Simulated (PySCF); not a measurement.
## Which functional comes closest?

Molecule: `InChI=1S/C4H8O/c1-2-4-5-3-1/h1-4H2`.

Molfile (atoms numbered from 1):
```
C4H8O
     RDKit          3D

 13 13  0  0  0  0  0  0  0  0999 V2000
   -0.9168    0.4046   -0.3778 C   0  0  0  0  0  0  0  0  0  0  0  0
    0.4242    0.9775    0.0669 C   0  0  0  0  0  0  0  0  0  0  0  0
    1.3136   -0.2594   -0.0010 C   0  0  0  0  0  0  0  0  0  0  0  0
    0.4781   -1.3645    0.2773 O   0  0  0  0  0  0  0  0  0  0  0  0
   -0.8782   -0.9713    0.2748 C   0  0  0  0  0  0  0  0  0  0  0  0
   -0.9440    0.3078   -1.4757 H   0  0  0  0  0  0  0  0  0  0  0  0
   -1.7837    1.0066   -0.0696 H   0  0  0  0  0  0  0  0  0  0  0  0
    0.3558    1.3482    1.1027 H   0  0  0  0  0  0  0  0  0  0  0  0
    0.7858    1.8028   -0.5633 H   0  0  0  0  0  0  0  0  0  0  0  0
    2.1426   -0.2333    0.7260 H   0  0  0  0  0  0  0  0  0  0  0  0
    1.7592   -0.3703   -1.0089 H   0  0  0  0  0  0  0  0  0  0  0  0
   -1.4740   -1.7255   -0.2647 H   0  0  0  0  0  0  0  0  0  0  0  0
   -1.2624   -0.9234    1.3135 H   0  0  0  0  0  0  0  0  0  0  0  0
  1  2  1  0
  2  3  1  0
  3  4  1  0
  4  5  1  0
  5  1  1  0
  1  6  1  0
  1  7  1  0
  2  8  1  0
  2  9  1  0
  3 10  1  0
  3 11  1  0
  5 12  1  0
  5 13  1  0
M  END
```

Geometry PBE0-D3(BJ)/def2-SVP throughout; GIAO in PySCF 2.14.0 with density-fitted response routines, gas phase, one conformer, non-relativistic; equivalent atoms averaged; basis pcSseg-2.

Reference values (measured; solution, C6D6, 298 K; Fulmer et al., Organometallics 2010, 29, 2176): δ(H10/H11/H12/H13) = 3.57 ppm, δ(H6/H7/H8/H9) = 1.40 ppm, δ(C3/C5) = 67.8 ppm, δ(C1/C2) = 25.7 ppm. Computed shifts are taken against TMS, calculated as an isolated molecule at each level.

How do the functionals HF, LDA, PBE, BLYP, BP86, OPBE, KT2, KT3, B97-D, B3LYP, PBE0, mPW1PW91, WP04, B97-2, BHandHLYP, CAM-B3LYP, wB97X-D, LC-wPBE perform against the reference? Times are CPU seconds on shared hosts with different chips, so compare them loosely.

Answers


```
functional                    kind  H10/H11/H12/H13  H6/H7/H8/H9  C3/C5  C1/C2  mean abs. error H  mean abs. error C  core-s
        HF            Hartree–Fock             3.41         1.59   63.9   27.3               0.17                2.8      10
       LDA                     LDA             4.06         1.94   76.4   31.6               0.51                7.3      26
       PBE                     GGA             3.98         1.89   75.2   32.0               0.45                6.9      31
      BLYP                     GGA             4.01         1.89   76.1   32.8               0.46                7.7      31
      BP86                     GGA             3.96         1.87   75.0   31.9               0.43                6.7      32
      OPBE                     GGA             3.90         1.87   73.0   31.2               0.40                5.4      32
       KT2                     GGA             3.93         1.87   72.6   31.0               0.42                5.0      32
       KT3                     GGA             3.90         1.86   72.4   31.4               0.40                5.2      31
     B97-D                     GGA             3.95         1.87   74.2   32.1               0.43                6.4      32
     B3LYP           global hybrid             3.83         1.82   73.5   31.6               0.34                5.8      20
      PBE0           global hybrid             3.78         1.80   72.1   30.5               0.31                4.5      19
  mPW1PW91           global hybrid             3.76         1.78   72.2   30.7               0.29                4.7      19
      WP04           global hybrid             3.63         1.74   74.5   32.7               0.20                6.9      53
     B97-2           global hybrid             3.77         1.79   71.8   30.7               0.30                4.5      47
 BHandHLYP           global hybrid             3.65         1.73   69.8   29.9               0.21                3.1      54
 CAM-B3LYP  range-separated hybrid             3.80         1.80   72.5   30.7               0.32                4.9      75
   wB97X-D  range-separated hybrid             3.73         1.76   71.9   30.4               0.26                4.4      72
   LC-wPBE  range-separated hybrid             3.71         1.75   71.4   29.3               0.25                3.6     120
```

For 1H the closest is HF (0.17 ppm, with WP04 practically level) and the furthest LDA (0.51 ppm).

For 13C the closest is HF (2.8 ppm) and the furthest BLYP (7.7 ppm). One molecule is a small sample, and vibrational and solvent effects are absent from the calculation.
